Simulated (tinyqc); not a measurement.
UHF in the sto-6g basis, for H2F+, spin multiplicity 1, step by step (part 2 of 2). Computed by tinyqc, a small Python program that keeps every step (integrals from PySCF). Command: `OMP_NUM_THREADS=1 python tinyqc.py 20763 20764 out.jsonl` (the two numbers bound the seeds that draw the settings). One thread of a shared host (Intel(R) Xeon(R) Processor @ 2.60GHz), about 0.3 s of CPU time with the checks.

Geometry (angstrom):
```
atom        x         y        z
F     0.00000   0.00000  0.00000
H     0.00000   0.86600  0.63800
H     0.00000  -0.86600  0.63800
```

## Iteration 2: building the Fock matrix

D(alpha) after iteration 1:
```
           1F 1s     1F 2s    1F 2px    1F 2py    1F 2pz     2H 1s     3H 1s
1F 1s    1.04439  -0.18795   0.00000   0.00000   0.03325  -0.03967  -0.03967
1F 2s   -0.18795   0.82069   0.00000   0.00000  -0.15214   0.11427   0.11427
1F 2px   0.00000   0.00000   0.90193  -0.17567   0.00000   0.22946  -0.22946
1F 2py   0.00000   0.00000  -0.17567   0.77341   0.00000   0.13803  -0.13803
1F 2pz   0.03325  -0.15214   0.00000   0.00000   0.89347   0.10296   0.10296
2H 1s   -0.03967   0.11427   0.22946   0.13803   0.10296   0.16263  -0.07634
3H 1s   -0.03967   0.11427  -0.22946  -0.13803   0.10296  -0.07634   0.16263
```

D(beta) after iteration 1:
```
           1F 1s     1F 2s    1F 2px    1F 2py    1F 2pz     2H 1s     3H 1s
1F 1s    1.04439  -0.18795   0.00000   0.00000   0.03325  -0.03967  -0.03967
1F 2s   -0.18795   0.82069   0.00000   0.00000  -0.15214   0.11427   0.11427
1F 2px   0.00000   0.00000   0.90193   0.17567   0.00000  -0.22946   0.22946
1F 2py   0.00000   0.00000   0.17567   0.77341   0.00000   0.13803  -0.13803
1F 2pz   0.03325  -0.15214   0.00000   0.00000   0.89347   0.10296   0.10296
2H 1s   -0.03967   0.11427  -0.22946   0.13803   0.10296   0.16263  -0.07634
3H 1s   -0.03967   0.11427   0.22946  -0.13803   0.10296  -0.07634   0.16263
```

core Hamiltonian H = T + V (hartree):
```
            1F 1s      1F 2s    1F 2px    1F 2py    1F 2pz     2H 1s     3H 1s
1F 1s   -41.40865   -9.23780   0.00000   0.00000  -0.01373  -1.40407  -1.40407
1F 2s    -9.23780  -11.37453   0.00000   0.00000  -0.15985  -3.21546  -3.21546
1F 2px    0.00000    0.00000  -9.15276   0.00000   0.00000   0.00000   0.00000
1F 2py    0.00000    0.00000   0.00000  -9.25433   0.00000  -1.75329   1.75329
1F 2pz   -0.01373   -0.15985   0.00000   0.00000  -9.20789  -1.33426  -1.33426
2H 1s    -1.40407   -3.21546   0.00000  -1.75329  -1.33426  -5.10301  -1.20533
3H 1s    -1.40407   -3.21546   0.00000   1.75329  -1.33426  -1.20533  -5.10301
```

nuclear repulsion = 9.1609046 hartree

Given earlier and not repeated: Two-electron integrals (ij|kl) in chemists' order.

J_ij = sum D_kl (ij|kl) with D = D(alpha) + D(beta), K_ij = sum D_kl (ik|jl) for each spin; F = H + J - K(s); E = tr D H + tr D J / 2 - 0.5 sum_s tr D(s) K(s) + E_nn.

Coulomb J (hartree):
```
           1F 1s     1F 2s   1F 2px    1F 2py    1F 2pz    2H 1s     3H 1s
1F 1s   20.12661   3.61793  0.00000   0.00000  -0.00814  0.56161   0.56161
1F 2s    3.61793   9.47951  0.00000   0.00000  -0.00110  2.64425   2.64425
1F 2px   0.00000   0.00000  9.46516   0.00000   0.00000  0.00000   0.00000
1F 2py   0.00000   0.00000  0.00000   9.48508   0.00000  1.57062  -1.57062
1F 2pz  -0.00814  -0.00110  0.00000   0.00000   9.48830  1.16179   1.16179
2H 1s    0.56161   2.64425  0.00000   1.57062   1.16179  4.75396   1.00870
3H 1s    0.56161   2.64425  0.00000  -1.57062   1.16179  1.00870   4.75396
```

exchange K(alpha) (hartree):
```
          1F 1s     1F 2s    1F 2px    1F 2py    1F 2pz    2H 1s     3H 1s
1F 1s   5.53854   0.88982   0.00000   0.00000   0.00185  0.14632   0.14632
1F 2s   0.88982   1.47882   0.00000   0.00000  -0.05118  0.47396   0.47396
1F 2px  0.00000   0.00000   1.19991  -0.09384   0.00000  0.05418  -0.05418
1F 2py  0.00000   0.00000  -0.09384   1.19582   0.00000  0.27555  -0.27555
1F 2pz  0.00185  -0.05118   0.00000   0.00000   1.25138  0.19978   0.19978
2H 1s   0.14632   0.47396   0.05418   0.27555   0.19978  0.40395   0.13477
3H 1s   0.14632   0.47396  -0.05418  -0.27555   0.19978  0.13477   0.40395
```

exchange K(beta) (hartree):
```
          1F 1s     1F 2s    1F 2px    1F 2py    1F 2pz     2H 1s     3H 1s
1F 1s   5.53854   0.88982   0.00000   0.00000   0.00185   0.14632   0.14632
1F 2s   0.88982   1.47882   0.00000   0.00000  -0.05118   0.47396   0.47396
1F 2px  0.00000   0.00000   1.19991   0.09384   0.00000  -0.05418   0.05418
1F 2py  0.00000   0.00000   0.09384   1.19582   0.00000   0.27555  -0.27555
1F 2pz  0.00185  -0.05118   0.00000   0.00000   1.25138   0.19978   0.19978
2H 1s   0.14632   0.47396  -0.05418   0.27555   0.19978   0.40395   0.13477
3H 1s   0.14632   0.47396   0.05418  -0.27555   0.19978   0.13477   0.40395
```

F(alpha) (hartree):
```
            1F 1s     1F 2s    1F 2px    1F 2py    1F 2pz     2H 1s     3H 1s
1F 1s   -26.82059  -6.50969   0.00000   0.00000  -0.02372  -0.98878  -0.98878
1F 2s    -6.50969  -3.37384   0.00000   0.00000  -0.10977  -1.04517  -1.04517
1F 2px    0.00000   0.00000  -0.88751   0.09384   0.00000  -0.05418   0.05418
1F 2py    0.00000   0.00000   0.09384  -0.96508   0.00000  -0.45822   0.45822
1F 2pz   -0.02372  -0.10977   0.00000   0.00000  -0.97097  -0.37225  -0.37225
2H 1s    -0.98878  -1.04517  -0.05418  -0.45822  -0.37225  -0.75300  -0.33141
3H 1s    -0.98878  -1.04517   0.05418   0.45822  -0.37225  -0.33141  -0.75300
```

F(beta) (hartree):
```
            1F 1s     1F 2s    1F 2px    1F 2py    1F 2pz     2H 1s     3H 1s
1F 1s   -26.82059  -6.50969   0.00000   0.00000  -0.02372  -0.98878  -0.98878
1F 2s    -6.50969  -3.37384   0.00000   0.00000  -0.10977  -1.04517  -1.04517
1F 2px    0.00000   0.00000  -0.88751  -0.09384   0.00000   0.05418  -0.05418
1F 2py    0.00000   0.00000  -0.09384  -0.96508   0.00000  -0.45822   0.45822
1F 2pz   -0.02372  -0.10977   0.00000   0.00000  -0.97097  -0.37225  -0.37225
2H 1s    -0.98878  -1.04517   0.05418  -0.45822  -0.37225  -0.75300  -0.33141
3H 1s    -0.98878  -1.04517  -0.05418   0.45822  -0.37225  -0.33141  -0.75300
```

total energy of this density = -99.4999571 hartree

This density is a damped mixture and is not idempotent.

## Iteration 2: diagonalisation and new density

X:
```
           1F 1s     1F 2s   1F 2px    1F 2py    1F 2pz     2H 1s     3H 1s
1F 1s    1.02234  -0.13087  0.00000   0.00000  -0.00501   0.01541   0.01541
1F 2s   -0.13087   1.12701  0.00000   0.00000   0.05062  -0.19150  -0.19150
1F 2px   0.00000   0.00000  1.00000   0.00000   0.00000   0.00000   0.00000
1F 2py   0.00000   0.00000  0.00000   1.05382   0.00000  -0.14866   0.14866
1F 2pz  -0.00501   0.05062  0.00000   0.00000   1.02420  -0.09189  -0.09189
2H 1s    0.01541  -0.19150  0.00000  -0.14866  -0.09189   1.09964  -0.06991
3H 1s    0.01541  -0.19150  0.00000   0.14866  -0.09189  -0.06991   1.09964
```

overlap S:
```
          1F 1s    1F 2s   1F 2px    1F 2py   1F 2pz    2H 1s     3H 1s
1F 1s   1.00000  0.23248  0.00000   0.00000  0.00000  0.03512   0.03512
1F 2s   0.23248  1.00000  0.00000   0.00000  0.00000  0.35307   0.35307
1F 2px  0.00000  0.00000  1.00000   0.00000  0.00000  0.00000   0.00000
1F 2py  0.00000  0.00000  0.00000   1.00000  0.00000  0.23408  -0.23408
1F 2pz  0.00000  0.00000  0.00000   0.00000  1.00000  0.17245   0.17245
2H 1s   0.03512  0.35307  0.00000   0.23408  0.17245  1.00000   0.18223
3H 1s   0.03512  0.35307  0.00000  -0.23408  0.17245  0.18223   1.00000
```

Diagonalise F' = X^T F X, C = X C', fill 5 alpha and 5 beta electrons from the bottom; D(s) = C_occ C_occ^T; the new density keeps 0.5 of the old one (damping). Each column has its largest component positive (the first on a tie).

F' = X^T F X (alpha) (hartree):
```
           1         2         3         4         5         6         7
1  -26.40253  -3.21800   0.00000   0.00000  -0.03643  -0.12780  -0.12780
2   -3.21800  -2.10103   0.00000   0.00000   0.01804  -0.44649  -0.44649
3    0.00000   0.00000  -0.88751   0.11500   0.00000  -0.07732   0.07732
4    0.00000   0.00000   0.11500  -0.80325   0.00000  -0.36051   0.36051
5   -0.03643   0.01804   0.00000   0.00000  -0.89626  -0.24315  -0.24315
6   -0.12780  -0.44649  -0.07732  -0.36051  -0.24315  -0.37765  -0.07700
7   -0.12780  -0.44649   0.07732   0.36051  -0.24315  -0.07700  -0.37765
```

orbital energies (alpha) (hartree): MO1 -26.82407, MO2 -1.94035, MO3 -1.12762, MO4 -1.01501, MO5 -0.90568, MO6 -0.07504, MO7 0.04188

coefficients C (alpha):
```
             MO1       MO2       MO3       MO4       MO5       MO6       MO7
1F 1s    0.99699  -0.23496   0.00000   0.06118   0.00000   0.09933   0.00000
1F 2s    0.01337   0.93335   0.00000  -0.31044   0.00000  -0.62888   0.00000
1F 2px   0.00000   0.00000  -0.17881   0.00000   0.97024   0.00000  -0.16328
1F 2py   0.00000   0.00000   0.78860   0.00000   0.02255   0.00000  -0.72962
1F 2pz   0.00176   0.10789   0.00000   0.89232   0.00000  -0.51048   0.00000
2H 1s   -0.00240   0.10238   0.28671   0.18236   0.18218   0.72923   0.76853
3H 1s   -0.00240   0.10238  -0.28671   0.18236  -0.18218   0.72923  -0.76853
```

F' = X^T F X (beta) (hartree):
```
           1         2         3         4         5         6         7
1  -26.40253  -3.21800   0.00000   0.00000  -0.03643  -0.12780  -0.12780
2   -3.21800  -2.10103   0.00000   0.00000   0.01804  -0.44649  -0.44649
3    0.00000   0.00000  -0.88751  -0.11500   0.00000   0.07732  -0.07732
4    0.00000   0.00000  -0.11500  -0.80325   0.00000  -0.36051   0.36051
5   -0.03643   0.01804   0.00000   0.00000  -0.89626  -0.24315  -0.24315
6   -0.12780  -0.44649   0.07732  -0.36051  -0.24315  -0.37765  -0.07700
7   -0.12780  -0.44649  -0.07732   0.36051  -0.24315  -0.07700  -0.37765
```

orbital energies (beta) (hartree): MO1 -26.82407, MO2 -1.94035, MO3 -1.12762, MO4 -1.01501, MO5 -0.90568, MO6 -0.07504, MO7 0.04188

coefficients C (beta):
```
             MO1       MO2       MO3       MO4       MO5       MO6       MO7
1F 1s    0.99699  -0.23496   0.00000   0.06118   0.00000   0.09933   0.00000
1F 2s    0.01337   0.93335   0.00000  -0.31044   0.00000  -0.62888   0.00000
1F 2px   0.00000   0.00000   0.17881   0.00000   0.97024   0.00000   0.16328
1F 2py   0.00000   0.00000   0.78860   0.00000  -0.02255   0.00000  -0.72962
1F 2pz   0.00176   0.10789   0.00000   0.89232   0.00000  -0.51048   0.00000
2H 1s   -0.00240   0.10238   0.28671   0.18236  -0.18218   0.72923   0.76853
3H 1s   -0.00240   0.10238  -0.28671   0.18236   0.18218   0.72923  -0.76853
```

D(alpha) after iteration 2:
```
           1F 1s     1F 2s    1F 2px    1F 2py    1F 2pz     2H 1s     3H 1s
1F 1s    1.04867  -0.20646   0.00000   0.00000   0.03212  -0.02748  -0.02748
1F 2s   -0.20646   0.89419   0.00000   0.00000  -0.16421   0.07659   0.07659
1F 2px   0.00000   0.00000   0.93763  -0.14740   0.00000   0.17747  -0.17747
1F 2py   0.00000   0.00000  -0.14740   0.69790   0.00000   0.18412  -0.18412
1F 2pz   0.03212  -0.16421   0.00000   0.00000   0.85067   0.13836   0.13836
2H 1s   -0.02748   0.07659   0.17747   0.18412   0.13836   0.16088  -0.07400
3H 1s   -0.02748   0.07659  -0.17747  -0.18412   0.13836  -0.07400   0.16088
```

D(beta) after iteration 2:
```
           1F 1s     1F 2s    1F 2px    1F 2py    1F 2pz     2H 1s     3H 1s
1F 1s    1.04867  -0.20646   0.00000   0.00000   0.03212  -0.02748  -0.02748
1F 2s   -0.20646   0.89419   0.00000   0.00000  -0.16421   0.07659   0.07659
1F 2px   0.00000   0.00000   0.93763   0.14740   0.00000  -0.17747   0.17747
1F 2py   0.00000   0.00000   0.14740   0.69790   0.00000   0.18412  -0.18412
1F 2pz   0.03212  -0.16421   0.00000   0.00000   0.85067   0.13836   0.13836
2H 1s   -0.02748   0.07659  -0.17747   0.18412   0.13836   0.16088  -0.07400
3H 1s   -0.02748   0.07659   0.17747  -0.18412   0.13836  -0.07400   0.16088
```

## Iteration 35 (converged): orbitals

converged F(alpha) (hartree):
```
            1F 1s     1F 2s    1F 2px    1F 2py    1F 2pz     2H 1s     3H 1s
1F 1s   -26.92793  -6.52116   0.00000   0.00000  -0.02161  -0.99327  -0.99327
1F 2s    -6.52116  -3.46690   0.00000   0.00000  -0.10151  -1.04123  -1.04123
1F 2px    0.00000   0.00000  -1.02184   0.00004   0.00000  -0.00001   0.00001
1F 2py    0.00000   0.00000   0.00004  -0.93626   0.00000  -0.48110   0.48110
1F 2pz   -0.02161  -0.10151   0.00000   0.00000  -0.96919  -0.40294  -0.40294
2H 1s    -0.99327  -1.04123  -0.00001  -0.48110  -0.40294  -0.76588  -0.32187
3H 1s    -0.99327  -1.04123   0.00001   0.48110  -0.40294  -0.32187  -0.76588
```

converged F(beta) (hartree):
```
            1F 1s     1F 2s    1F 2px    1F 2py    1F 2pz     2H 1s     3H 1s
1F 1s   -26.92793  -6.52116   0.00000   0.00000  -0.02161  -0.99327  -0.99327
1F 2s    -6.52116  -3.46690   0.00000   0.00000  -0.10151  -1.04123  -1.04123
1F 2px    0.00000   0.00000  -1.02184  -0.00004   0.00000   0.00001  -0.00001
1F 2py    0.00000   0.00000  -0.00004  -0.93626   0.00000  -0.48110   0.48110
1F 2pz   -0.02161  -0.10151   0.00000   0.00000  -0.96919  -0.40294  -0.40294
2H 1s    -0.99327  -1.04123   0.00001  -0.48110  -0.40294  -0.76588  -0.32187
3H 1s    -0.99327  -1.04123  -0.00001   0.48110  -0.40294  -0.32187  -0.76588
```

Diagonalise F' = X^T F X, C = X C', fill 5 alpha and 5 beta electrons from the bottom; D(s) = C_occ C_occ^T. Each column has its largest component positive (the first on a tie).

F' = X^T F X (alpha) (hartree):
```
           1         2         3         4         5         6         7
1  -26.51357  -3.20129   0.00000   0.00000  -0.03482  -0.13474  -0.13474
2   -3.20129  -2.21966   0.00000   0.00000   0.03336  -0.42413  -0.42413
3    0.00000   0.00000  -1.02184   0.00004   0.00000  -0.00002   0.00002
4    0.00000   0.00000   0.00004  -0.75790   0.00000  -0.39034   0.39034
5   -0.03482   0.03336   0.00000   0.00000  -0.88237  -0.27624  -0.27624
6   -0.13474  -0.42413  -0.00002  -0.39034  -0.27624  -0.38512  -0.07098
7   -0.13474  -0.42413   0.00002   0.39034  -0.27624  -0.07098  -0.38512
```

orbital energies (alpha) (hartree): MO1 -26.93105, MO2 -2.02261, MO3 -1.13096, MO4 -1.05090, MO5 -1.02184, MO6 -0.06715, MO7 0.05893

coefficients C (alpha):
```
             MO1       MO2       MO3       MO4       MO5       MO6       MO7
1F 1s    0.99716  -0.23894   0.00000   0.05937   0.00000   0.08873   0.00000
1F 2s    0.01262   0.96001   0.00000  -0.31748   0.00000  -0.58362   0.00000
1F 2px   0.00000   0.00000  -0.00018   0.00000   1.00000   0.00000  -0.00004
1F 2py   0.00000   0.00000   0.75541   0.00000   0.00010   0.00000  -0.76427
1F 2pz   0.00158   0.09540   0.00000   0.86318   0.00000  -0.56061   0.00000
2H 1s   -0.00215   0.07582   0.33990   0.22883   0.00009   0.71931   0.76844
3H 1s   -0.00215   0.07582  -0.33990   0.22883  -0.00009   0.71931  -0.76844
```

F' = X^T F X (beta) (hartree):
```
           1         2         3         4         5         6         7
1  -26.51357  -3.20129   0.00000   0.00000  -0.03482  -0.13474  -0.13474
2   -3.20129  -2.21966   0.00000   0.00000   0.03336  -0.42413  -0.42413
3    0.00000   0.00000  -1.02184  -0.00004   0.00000   0.00002  -0.00002
4    0.00000   0.00000  -0.00004  -0.75790   0.00000  -0.39034   0.39034
5   -0.03482   0.03336   0.00000   0.00000  -0.88237  -0.27624  -0.27624
6   -0.13474  -0.42413   0.00002  -0.39034  -0.27624  -0.38512  -0.07098
7   -0.13474  -0.42413  -0.00002   0.39034  -0.27624  -0.07098  -0.38512
```

orbital energies (beta) (hartree): MO1 -26.93105, MO2 -2.02261, MO3 -1.13096, MO4 -1.05090, MO5 -1.02184, MO6 -0.06715, MO7 0.05893

coefficients C (beta):
```
             MO1       MO2       MO3       MO4       MO5       MO6       MO7
1F 1s    0.99716  -0.23894   0.00000   0.05937   0.00000   0.08873   0.00000
1F 2s    0.01262   0.96001   0.00000  -0.31748   0.00000  -0.58362   0.00000
1F 2px   0.00000   0.00000   0.00018   0.00000   1.00000   0.00000   0.00004
1F 2py   0.00000   0.00000   0.75541   0.00000  -0.00010   0.00000  -0.76427
1F 2pz   0.00158   0.09540   0.00000   0.86318   0.00000  -0.56061   0.00000
2H 1s   -0.00215   0.07582   0.33990   0.22883  -0.00009   0.71931   0.76844
3H 1s   -0.00215   0.07582  -0.33990   0.22883   0.00009   0.71931  -0.76844
```

D(alpha) after iteration 35:
```
           1F 1s     1F 2s    1F 2px    1F 2py    1F 2pz     2H 1s     3H 1s
1F 1s    1.05494  -0.23565   0.00000   0.00000   0.03003  -0.00668  -0.00668
1F 2s   -0.23565   1.02257   0.00000   0.00000  -0.18243   0.00012   0.00012
1F 2px   0.00000   0.00000   1.00000  -0.00003   0.00000   0.00003  -0.00003
1F 2py   0.00000   0.00000  -0.00003   0.57064   0.00000   0.25676  -0.25676
1F 2pz   0.03003  -0.18243   0.00000   0.00000   0.75418   0.20475   0.20475
2H 1s   -0.00668   0.00012   0.00003   0.25676   0.20475   0.17365  -0.05741
3H 1s   -0.00668   0.00012  -0.00003  -0.25676   0.20475  -0.05741   0.17365
```

D(beta) after iteration 35:
```
           1F 1s     1F 2s    1F 2px    1F 2py    1F 2pz     2H 1s     3H 1s
1F 1s    1.05494  -0.23565   0.00000   0.00000   0.03003  -0.00668  -0.00668
1F 2s   -0.23565   1.02257   0.00000   0.00000  -0.18243   0.00012   0.00012
1F 2px   0.00000   0.00000   1.00000   0.00003   0.00000  -0.00003   0.00003
1F 2py   0.00000   0.00000   0.00003   0.57064   0.00000   0.25676  -0.25676
1F 2pz   0.03003  -0.18243   0.00000   0.00000   0.75418   0.20475   0.20475
2H 1s   -0.00668   0.00012  -0.00003   0.25676   0.20475   0.17365  -0.05741
3H 1s   -0.00668   0.00012   0.00003  -0.25676   0.20475  -0.05741   0.17365
```

## Convergence

Stop when the energy changes by less than 1e-08 hartree and every element of the error matrix X^T (F D S - S D F) X (for each spin) is below 3e-05.

Course of the cycle:
```
iteration  E (hartree)     change  largest element of the error matrix
1          -99.3482616          -                             2.81e-01
2          -99.4999571  -1.52e-01                             1.48e-01
3          -99.6050434  -1.05e-01                             7.83e-02
4          -99.6718823  -6.68e-02                             5.17e-02
5          -99.7123831  -4.05e-02                             3.90e-02
6          -99.7362697  -2.39e-02                             2.96e-02
7          -99.7501616  -1.39e-02                             2.28e-02
8          -99.7581923  -8.03e-03                             1.78e-02
9          -99.7628295  -4.64e-03                             1.39e-02
10         -99.7655118  -2.68e-03                             1.09e-02
11         -99.7670686  -1.56e-03                             8.48e-03
12         -99.7679760  -9.07e-04                             6.61e-03
13         -99.7685072  -5.31e-04                             5.15e-03
14         -99.7688195  -3.12e-04                             4.01e-03
...                ...        ...                                  ...
22         -99.7692676  -5.03e-06                             5.46e-04
23         -99.7692706  -3.03e-06                             4.26e-04
24         -99.7692724  -1.83e-06                             3.32e-04
25         -99.7692735  -1.10e-06                             2.58e-04
26         -99.7692742  -6.67e-07                             2.01e-04
27         -99.7692746  -4.04e-07                             1.57e-04
28         -99.7692749  -2.44e-07                             1.22e-04
29         -99.7692750  -1.48e-07                             9.53e-05
30         -99.7692751  -8.96e-08                             7.42e-05
31         -99.7692752  -5.43e-08                             5.79e-05
32         -99.7692752  -3.29e-08                             4.51e-05
33         -99.7692752  -2.00e-08                             3.51e-05
34         -99.7692752  -1.21e-08                             2.74e-05
35         -99.7692752  -7.34e-09                             2.13e-05
```

PySCF UHF in the same basis, after a stability check = -99.7692752 hartree

Converged in 35 iterations.

## Populations, bond orders and dipole

Mulliken: Z minus the diagonal of D S on the atom; Loewdin: the same with S^(1/2) D S^(1/2); Mayer order: 2 sum_s sum (D(s) S)_ij (D(s) S)_ji over the two atoms.

Charges (e):
```
atom  Mulliken  Loewdin  Mulliken spin
1F     0.03361  0.15589              0
2H     0.48319  0.42206              0
3H     0.48319  0.42206              0
```

Mayer bond orders:
```
pair    order
2-1   0.75622
3-1   0.75622
3-2   0.01030
```

dipole moment about the origin, x y z (debye): 0.00000  0.00000  3.36878

<S^2> of the determinant (pure state: 0) = 7.27e-09
